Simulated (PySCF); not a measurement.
**PN₂⁻: a ladder of methods**

How much do the numbers for PN₂⁻ (singlet) hang on the method? All levels run at one geometry, the PBE0 minimum.

Program: PySCF 2.14.0. Level of theory: several methods, basis P def2-TZVPD, N def2-TZVPD, no relativity, density fitting. These are calculated values, not measurements.

### Step 1. The starting structure

3 atoms, charge -1, spin multiplicity 1.

Bond lengths: P1–N2 1.511 Å, P1–N3 1.511 Å. Angles: N2–P1–N3 180.0°.

Z-matrix (Å, degrees; charge -1 multiplicity 1):
```
P
N  1 1.5114
N  1 1.5114 2 180.00
```

### Step 2. Fields at the lowest minimum

The plane holds P1 at (0.00, 0.00), N2 at (1.51, 0.00), N3 at (-1.51, 0.00) Å. Columns run from x = -3.45 to 3.75 Å, rows from y = 2.25 (top) to -1.95 Å, in steps of 0.3 Å.

Density (cut at 5 e/Å³):

Ten steps from '0' (0.000 e/Å³) to '9' (5.000 e/Å³), finer at the low end (step k begins (100^(k/10) - 1)/99 of the way up):
```
0000000000000000000000000
0000000000000000000000000
0000000111111111100000000
0000111222222222211100000
0001233333333333333210000
0012356655555555665321000
0013578876688667887531000
0013689987899878998631000
0013689987899878998631000
0013578876688667887531000
0012356655555555665321000
0001233333333333333210000
0000111222222222211100000
0000000111111111100000000
0000000000000000000000000
```

ELF (0 where the density is under 0.005 e/Å³):

Ten even steps from '0' (0.00) to '9' (0.89):
```
0000000000000000000000000
0000111111111111111100000
0002333322222222333320000
0023555555555555555532000
0135788767766776788753100
0257999888733788899975200
1368998888211288889986310
1379991177199177119997310
1379991177199177119997310
1368998888211288889986310
0257999888733788899975200
0135788767766776788753100
0023555555555555555532000
0002333322222222333320000
0000111111111111111100000
```

Highest occupied orbital at -1.40 eV (sign arbitrary; one member if degenerate):

Ten even steps from '0' (-0.05 Å^-3/2) to '9' (0.05 Å^-3/2):
```
5555555555554444444444444
5555555555554444444444444
5555555555554444444444444
5555556665554444344444444
5555566666554433333444444
5555667876654332123344444
5555679987654321002344444
5555569965554443003444444
4444430034445556996555555
4444320012345678997655555
4444332123345667876655555
4444433333445566666555555
4444444344445556665555555
4444444444445555555555555
4444444444445555555555555
```

Along P1–N2 (1.511 Å) the density is least, 1.50 e/Å³, about 0.60 Å from P1; ELF there is 0.18.

Making the fields took 1 s on 2 threads of Arm Neoverse V2, shared host.

### Step 3. PBE0

One driver script runs all steps and calls PySCF; scf.py shows the equivalent input of each level. Each SCF starts from the density of the minimum. The driver also runs the species with one electron less or more at the same geometry; their logs are not shown.

scf.py

```python
from pyscf import gto, scf, dft
mol = gto.M(atom='''
P      0.000000     0.000000     0.000000
N      1.511403     0.000000     0.000000
N     -1.511403     0.000000     0.000000''',
    basis={'P': 'def2-TZVPD', 'N': 'def2-TZVPD'},
    charge=-1, spin=0)
mf = dft.RKS(mol, xc='PBE0')
mf.grids.atom_grid = (75, 302)
aux = {'P': 'def2-universal-JKFIT', 'N': 'def2-universal-JKFIT'}
mf = mf.density_fit(auxbasis=aux)
mf.conv_tol = 1e-08
mf.diis_space = 10
mf.max_cycle = 60
mf.verbose = 4
mf.kernel()
```

Launch:

```sh
> OMP_NUM_THREADS=2 python axn.py task.json out
```

The log of the run:

```text
init E= -450.612947510164
  HOMO = -0.0515879140405376  LUMO = 0.119587458574706  gap/eV = 4.65792
cycle= 1 E= -450.61294750889  delta_E= 1.27e-09  |g|= 8.61e-05  |ddm|= 9.96e-05
  HOMO = -0.0515737884719784  LUMO = 0.119588580383287  gap/eV = 4.65757
Extra cycle  E= -450.612947503264  delta_E= 5.63e-09  |g|= 0.000181  |ddm|= 0.00021
converged SCF energy = -450.612947503264
```

This level, with the species of one electron less or more, took 1.2 s.

```
energy                        : -450.612948 Eh
one electron less (charge +0) : -450.481643 Eh (doublet, ⟨S²⟩ 0.81)
Mulliken charge of P1         : -0.00 e
```

### Step 4. HF

Edit scf.py of step 3 so:

```diff
@@ -8,2 +8 @@
-mf = dft.RKS(mol, xc='PBE0')
-mf.grids.atom_grid = (75, 302)
+mf = scf.RHF(mol)
```

The log of the run, shortened:

```text
[... the frontier levels of the middle cycles are left out ...]
init E= -449.573551357952
  HOMO = -0.145949877268729  LUMO = 0.206766861283384  gap/eV = 9.59791
cycle= 1 E= -449.596120940847  delta_E= -0.0226  |g|= 0.0694  |ddm|= 0.37
  HOMO = -0.159492359003701  LUMO = 0.201538371648667  gap/eV = 9.82415
cycle= 2 E= -449.597671446117  delta_E= -0.00155  |g|= 0.0236  |ddm|= 0.107
  HOMO = -0.156418239012937  LUMO = 0.204315229365982  gap/eV = 9.81606
cycle= 3 E= -449.597899151917  delta_E= -0.000228  |g|= 0.0152  |ddm|= 0.0506
cycle= 4 E= -449.597966654668  delta_E= -6.75e-05  |g|= 0.00407  |ddm|= 0.0167
cycle= 5 E= -449.597974376787  delta_E= -7.72e-06  |g|= 0.00113  |ddm|= 0.00952
cycle= 6 E= -449.597975413727  delta_E= -1.04e-06  |g|= 0.000367  |ddm|= 0.00355
cycle= 7 E= -449.597975530548  delta_E= -1.17e-07  |g|= 5.66e-05  |ddm|= 0.00149
cycle= 8 E= -449.597975533157  delta_E= -2.61e-09  |g|= 1.07e-05  |ddm|= 0.000231
  HOMO = -0.156084813360856  LUMO = 0.204255482165962  gap/eV = 9.80536
Extra cycle  E= -449.597975533194  delta_E= -3.69e-11  |g|= 4.65e-06  |ddm|= 2.02e-05
converged SCF energy = -449.597975533194
```

This level, with the species of one electron less or more, took 0.7 s.

| Item | Value |
| --- | --- |
| energy | -449.597976 Eh |
| one electron less (charge +0) | -449.521787 Eh (doublet, ⟨S²⟩ 1.07) |
| Mulliken charge of P1 | +0.28 e |

### Step 5. PBE

Edit scf.py of step 4 so:

```diff
@@ -8 +8,2 @@
-mf = scf.RHF(mol)
+mf = dft.RKS(mol, xc='PBE')
+mf.grids.atom_grid = (75, 302)
```

The log of the run, shortened:

```text
[... the frontier levels of the middle cycles are left out ...]
init E= -450.605390458792
  HOMO = -0.00539316145839966  LUMO = 0.0906113705637317  gap/eV = 2.61242
cycle= 1 E= -450.608013954762  delta_E= -0.00262  |g|= 0.0565  |ddm|=  0.3
  HOMO = -0.010539988895325  LUMO = 0.0938504252202428  gap/eV = 2.84061
cycle= 2 E= -450.601921434549  delta_E= 0.00609  |g|= 0.171  |ddm|= 0.189
  HOMO = -0.00578882653687806  LUMO = 0.0927254013736807  gap/eV = 2.68071
cycle= 3 E= -450.608900735763  delta_E= -0.00698  |g|= 0.0134  |ddm|= 0.133
cycle= 4 E= -450.608950312802  delta_E= -4.96e-05  |g|= 0.00524  |ddm|= 0.022
cycle= 5 E= -450.608957011015  delta_E= -6.7e-06  |g|= 0.000219  |ddm|= 0.00655
cycle= 6 E= -450.608957025793  delta_E= -1.48e-08  |g|= 2.61e-05  |ddm|= 0.000502
cycle= 7 E= -450.60895702595  delta_E= -1.56e-10  |g|= 1.28e-06  |ddm|= 4.18e-05
  HOMO = -0.00727205421770933  LUMO = 0.0911884637740989  gap/eV = 2.67925
Extra cycle  E= -450.608957025948  delta_E= 1.14e-12  |g|= 2.82e-06  |ddm|= 6.14e-06
converged SCF energy = -450.608957025948
```

This level, with the species of one electron less or more, took 3.7 s.

* energy: -450.608957 Eh
* one electron less (charge +0): -450.477261 Eh (doublet, ⟨S²⟩ 0.77)
* Mulliken charge of P1: -0.15 e

### Step 6. B3LYP

Edit scf.py of step 5 so:

```diff
@@ -8 +8 @@
-mf = dft.RKS(mol, xc='PBE')
+mf = dft.RKS(mol, xc='B3LYP')
```

The log of the run:

```text
init E= -450.888702958099
  HOMO = -0.0434398367728932  LUMO = 0.110793791192986  gap/eV = 4.19691
cycle= 1 E= -450.889749828227  delta_E= -0.00105  |g|= 0.0507  |ddm|= 0.285
  HOMO = -0.0371241385747541  LUMO = 0.110420981792927  gap/eV = 4.01491
cycle= 2 E= -450.887590134562  delta_E= 0.00216  |g|= 0.11  |ddm|= 0.134
  HOMO = -0.0432951888585842  LUMO = 0.109508475552019  gap/eV = 4.15800
cycle= 3 E= -450.890275436245  delta_E= -0.00269  |g|= 0.00449  |ddm|= 0.0965
  HOMO = -0.043621025767905  LUMO = 0.109129530977263  gap/eV = 4.15655
cycle= 4 E= -450.890279235917  delta_E= -3.8e-06  |g|= 0.000977  |ddm|= 0.00462
  HOMO = -0.0434089136631159  LUMO = 0.109278881778661  gap/eV = 4.15485
cycle= 5 E= -450.890279471861  delta_E= -2.36e-07  |g|= 0.000121  |ddm|= 0.00134
  HOMO = -0.0434234062619117  LUMO = 0.109263482557594  gap/eV = 4.15482
cycle= 6 E= -450.890279475431  delta_E= -3.57e-09  |g|= 3.12e-05  |ddm|= 0.000153
  HOMO = -0.0434268228143601  LUMO = 0.109264381008053  gap/eV = 4.15494
Extra cycle  E= -450.890279474521  delta_E= 9.11e-10  |g|= 7.11e-05  |ddm|= 8.64e-05
converged SCF energy = -450.890279474521
```

This level, with the species of one electron less or more, took 2.9 s on 2 threads of Arm Neoverse V2, shared host.

* energy: -450.890279 Eh
* one electron less (charge +0): -450.757454 Eh (doublet, ⟨S²⟩ 0.79)
* Mulliken charge of P1: -0.06 e

### Step 7. r2SCAN

Edit scf.py of step 6 so:

```diff
@@ -8,2 +8,2 @@
-mf = dft.RKS(mol, xc='B3LYP')
-mf.grids.atom_grid = (75, 302)
+mf = dft.RKS(mol, xc='R2SCAN')
+mf.grids.atom_grid = (90, 434)
```

The log of the run:

```text
init E= -450.793943252171
  HOMO = -0.0169612526109202  LUMO = 0.0977369438869502  gap/eV = 3.12110
cycle= 1 E= -450.79508443031  delta_E= -0.00114  |g|= 0.0154  |ddm|= 0.187
  HOMO = -0.0153709481809685  LUMO = 0.100058824476655  gap/eV = 3.14100
cycle= 2 E= -450.794967534434  delta_E= 0.000117  |g|= 0.0259  |ddm|= 0.0312
  HOMO = -0.015076357613552  LUMO = 0.0991957912688335  gap/eV = 3.10950
cycle= 3 E= -450.795117489416  delta_E= -0.00015  |g|= 0.00811  |ddm|= 0.0246
  HOMO = -0.0160195729789767  LUMO = 0.0986171143511214  gap/eV = 3.11942
cycle= 4 E= -450.795131575208  delta_E= -1.41e-05  |g|= 0.00123  |ddm|= 0.00855
  HOMO = -0.0157943412614482  LUMO = 0.0987956406134387  gap/eV = 3.11815
cycle= 5 E= -450.795131943239  delta_E= -3.68e-07  |g|= 6.82e-05  |ddm|= 0.00161
  HOMO = -0.0157951552600094  LUMO = 0.098790925097326  gap/eV = 3.11805
cycle= 6 E= -450.795131943751  delta_E= -5.13e-10  |g|= 2.79e-05  |ddm|= 0.00013
  HOMO = -0.015797799981389  LUMO = 0.0987917238847942  gap/eV = 3.11814
Extra cycle  E= -450.795131942662  delta_E= 1.09e-09  |g|= 7.33e-05  |ddm|= 8.14e-05
converged SCF energy = -450.795131942662
```

This level, with the species of one electron less or more, took 23 s.

| Property | Result |
| --- | --- |
| energy | -450.795132 Eh |
| one electron less (charge +0) | -450.665081 Eh (doublet, ⟨S²⟩ 0.80) |
| Mulliken charge of P1 | +0.17 e |

### Step 8. TPSSh

Edit scf.py of step 7 so:

```diff
@@ -8 +8 @@
-mf = dft.RKS(mol, xc='R2SCAN')
+mf = dft.RKS(mol, xc='TPSSH')
```

The log of the run:

```text
init E= -450.889683001452
  HOMO = -0.0274695111240405  LUMO = 0.106682866212097  gap/eV = 3.65047
cycle= 1 E= -450.890425387991  delta_E= -0.000742  |g|= 0.0147  |ddm|=  0.2
  HOMO = -0.0237844861332274  LUMO = 0.109977620185781  gap/eV = 3.63985
cycle= 2 E= -450.890428611531  delta_E= -3.22e-06  |g|= 0.0126  |ddm|= 0.036
  HOMO = -0.0254088248451853  LUMO = 0.10820941359389  gap/eV = 3.63594
cycle= 3 E= -450.890464463544  delta_E= -3.59e-05  |g|= 0.00609  |ddm|= 0.0168
  HOMO = -0.025795340590056  LUMO = 0.108159163619376  gap/eV = 3.64509
cycle= 4 E= -450.890471206535  delta_E= -6.74e-06  |g|= 0.00243  |ddm|= 0.00684
  HOMO = -0.0255469042822604  LUMO = 0.10827396443095  gap/eV = 3.64145
cycle= 5 E= -450.890472565512  delta_E= -1.36e-06  |g|= 0.000177  |ddm|= 0.00235
  HOMO = -0.0255344491161795  LUMO = 0.108287562429751  gap/eV = 3.64148
cycle= 6 E= -450.890472573553  delta_E= -8.04e-09  |g|= 2.04e-05  |ddm|= 0.000181
  HOMO = -0.025537885607324  LUMO = 0.108286810768632  gap/eV = 3.64156
Extra cycle  E= -450.890472573131  delta_E= 4.22e-10  |g|= 4.72e-05  |ddm|= 6.56e-05
converged SCF energy = -450.890472573131
```

This level, with the species of one electron less or more, took 8 s.

```
energy                        : -450.890473 Eh
one electron less (charge +0) : -450.762458 Eh (doublet, ⟨S²⟩ 0.79)
Mulliken charge of P1         : +0.10 e
```

### Step 9. wB97X

Edit scf.py of step 8 so:

```diff
@@ -8,2 +8,2 @@
-mf = dft.RKS(mol, xc='TPSSH')
-mf.grids.atom_grid = (90, 434)
+mf = dft.RKS(mol, xc='WB97X')
+mf.grids.atom_grid = (75, 302)
```

The log of the run, shortened:

```text
[... the frontier levels of the middle cycles are left out ...]
init E= -450.821889235534
  HOMO = -0.135177378216523  LUMO = 0.186558335159155  gap/eV = 8.75487
cycle= 1 E= -450.823711675496  delta_E= -0.00182  |g|= 0.0301  |ddm|= 0.239
  HOMO = -0.134357303484117  LUMO = 0.185186728279866  gap/eV = 8.69524
cycle= 2 E= -450.823769905122  delta_E= -5.82e-05  |g|= 0.0315  |ddm|= 0.0623
  HOMO = -0.137120159238334  LUMO = 0.185095635115417  gap/eV = 8.76794
cycle= 3 E= -450.823981094529  delta_E= -0.000211  |g|= 0.00564  |ddm|= 0.03
cycle= 4 E= -450.823993315681  delta_E= -1.22e-05  |g|= 0.000709  |ddm|= 0.0105
cycle= 5 E= -450.823993653846  delta_E= -3.38e-07  |g|= 0.000247  |ddm|= 0.00148
cycle= 6 E= -450.82399369122  delta_E= -3.74e-08  |g|= 7e-05  |ddm|= 0.000585
cycle= 7 E= -450.82399369537  delta_E= -4.15e-09  |g|= 1.53e-05  |ddm|= 0.000181
  HOMO = -0.137120962821606  LUMO = 0.185070984332892  gap/eV = 8.76729
Extra cycle  E= -450.823993695548  delta_E= -1.78e-10  |g|= 5.72e-06  |ddm|= 3.41e-05
converged SCF energy = -450.823993695548
```

This level, with the species of one electron less or more, took 3.6 s.

```
energy                        : -450.823994 Eh
one electron less (charge +0) : -450.689237 Eh (doublet, ⟨S²⟩ 0.83)
Mulliken charge of P1         : -0.04 e
```

### Step 10. MN15

Edit scf.py of step 9 so:

```diff
@@ -8,2 +8,2 @@
-mf = dft.RKS(mol, xc='WB97X')
-mf.grids.atom_grid = (75, 302)
+mf = dft.RKS(mol, xc='MN15')
+mf.grids.atom_grid = (90, 434)
```

The log of the run, shortened:

```text
[... the frontier levels of the middle cycles are left out ...]
init E= -450.616371054832
  HOMO = -0.075992993581634  LUMO = 0.143620302970781  gap/eV = 5.97598
cycle= 1 E= -450.633345079904  delta_E= -0.017  |g|= 0.0517  |ddm|= 0.497
  HOMO = -0.0711265328643461  LUMO = 0.14185526896685  gap/eV = 5.79553
cycle= 2 E= -450.632316797324  delta_E= 0.00103  |g|= 0.0855  |ddm|= 0.0831
  HOMO = -0.0767797335427777  LUMO = 0.141106246740311  gap/eV = 5.92898
cycle= 3 E= -450.633907886549  delta_E= -0.00159  |g|= 0.00614  |ddm|= 0.0664
cycle= 4 E= -450.633914927767  delta_E= -7.04e-06  |g|= 0.00143  |ddm|= 0.00578
cycle= 5 E= -450.633915577989  delta_E= -6.5e-07  |g|= 0.000408  |ddm|= 0.00263
cycle= 6 E= -450.633915655267  delta_E= -7.73e-08  |g|= 0.000128  |ddm|= 0.000805
cycle= 7 E= -450.63391566081  delta_E= -5.54e-09  |g|= 1.82e-05  |ddm|= 0.000184
  HOMO = -0.077014164605326  LUMO = 0.140688504030269  gap/eV = 5.92399
Extra cycle  E= -450.633915660859  delta_E= -4.83e-11  |g|= 1.99e-05  |ddm|= 5.02e-05
converged SCF energy = -450.633915660859
```

This level, with the species of one electron less or more, took 8.8 s on 2 threads of Arm Neoverse V2, shared host.

| Property | Result |
| --- | --- |
| energy | -450.633916 Eh |
| one electron less (charge +0) | -450.500218 Eh (doublet, ⟨S²⟩ 0.80) |
| Mulliken charge of P1 | -0.20 e |

### Step 11. The ladder

| level | vertical ionisation energy (eV) | −ε(HOMO) (eV) | gap (eV) | wall time |
| --- | --- | --- | --- | --- |
| PBE0 | 3.57 | 1.40 | 4.66 | 1.2 s |
| HF | 2.07 | 4.25 | 9.81 | 0.7 s |
| PBE | 3.58 | 0.20 | 2.68 | 3.7 s |
| B3LYP | 3.61 | 1.18 | 4.15 | 2.9 s |
| r2SCAN | 3.54 | 0.43 | 3.12 | 23 s |
| TPSSh | 3.48 | 0.69 | 3.64 | 8 s |
| wB97X | 3.67 | 3.73 | 8.77 | 3.6 s |
| MN15 | 3.64 | 2.10 | 5.92 | 8.8 s |

Times are for 2 threads of Arm Neoverse V2, shared host; PBE0 starts from its own converged density, so its time is not comparable. A dash stands where a species or a free atom was not run at that level, or the quantity is not defined.

### Step 12. Results

```
                         quantity                         value
vertical ionisation energy, range  2.07 (HF) to 3.67 (wB97X) eV
               orbital gap, range    2.68 (PBE) to 9.81 (HF) eV
```

The vertical ionisation energy spreads over 1.59 eV, from HF to wB97X; without a CCSD(T) value for it there is no yardstick here. Spin contamination is strong in at least one of the open-shell species at HF.
